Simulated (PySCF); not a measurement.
## Computed properties of thiophene (C4H4S), SMILES c1ccsc1

C4H4S, SMILES c1cscc1. Geometry: PBE0-D3(BJ)/def2-SVP. Other conformers were not sampled. All values are computed for the isolated molecule unless a solvent is named; none is compared with measurement here.

**Structure.** The optimised structure has C2v symmetry. All 21 harmonic modes at PBE0-D3(BJ)/def2-SVP (PySCF) are real, so it is a minimum. With heavy atoms numbered as in [cH:1]1[cH:2][cH:3][s:4][cH:5]1, the shortest bond between them is C2–C3 at 1.370 Å and the longest S4–C5 at 1.717 Å.

**Vibrations.** The strongest infrared lines (harmonic, unscaled, degenerate partners summed) lie at 730 cm⁻¹ (121 km/mol, H 90 %, C 10 %), 866 cm⁻¹ (24 km/mol, C 72 %, H 21 %), 1492 cm⁻¹ (10 km/mol, C 93 %). The softest mode is at 467 cm⁻¹ and the zero-point energy is 42.2 kcal/mol.

**Electronic structure.** CAM-B3LYP/def2-TZVP (PySCF) places the frontier levels at -8.11 and 0.67 eV, a gap of 8.78 eV, and gives a dipole moment of 0.48 D and a mean polarisability of 59.0 bohr³. PBE/def2-TZVP (PySCF) at the same geometry gives -5.84 and -1.29 eV, so its gap is 4.23 eV narrower. An orbital gap is neither the optical nor the fundamental gap.

**Excitations.** TDA-ωB97X/def2-SVPD (PySCF) has S1 at 6.17 eV (201 nm, f = 0.110, bright); the most intense of the 10 singlets computed lies at 8.21 eV (f = 0.55). T1 (TDA) is at 3.86 eV, 2.31 eV under S1. TDA-PBE/def2-SVPD (PySCF) puts S1 at 5.77 eV. No vertical singlet excitation falls in the visible range (under 3.1 eV).

**NMR.** GIAO shifts at B3LYP/pcSseg-1 (PySCF) (non-relativistic, atoms alike by connectivity averaged): ¹³C from 133.6 to 135.8 ppm against TMS; ¹H at 7.4 ppm against TMS.

**Solvation.** SMD-PBE0/6-31G* (PySCF) gives -1.2 kcal/mol in water, -4.1 kcal/mol in cyclohexanone, -4.2 kcal/mol in 2-propanol (1 M in both phases, gas-phase geometry).
